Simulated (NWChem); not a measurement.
## Total energies of F (-1)

```xyz
1

F      0.0000     0.0000     0.0000
```
Charge -1, spin multiplicity 1.

Everything below was run with NWChem.

Basis set: aug-cc-pVTZ (46 functions).

```csv
method,total energy (Ha)
RHF,-99.45081
MP2,-99.74588
B2PLYP,-99.84315
PBE,-99.79965
B3LYP,-99.89585
M06-2X,-99.85344
CCSD(T),-99.74954
```

Total energies of different functionals aren't comparable as a measure of quality: only differences taken within one method are. 

The correlated methods keep 1 core orbital frozen. B3LYP has NWChem's definition, with VWN1-RPA local correlation. Coupled-cluster values serve here as a point of comparison, not as the truth.
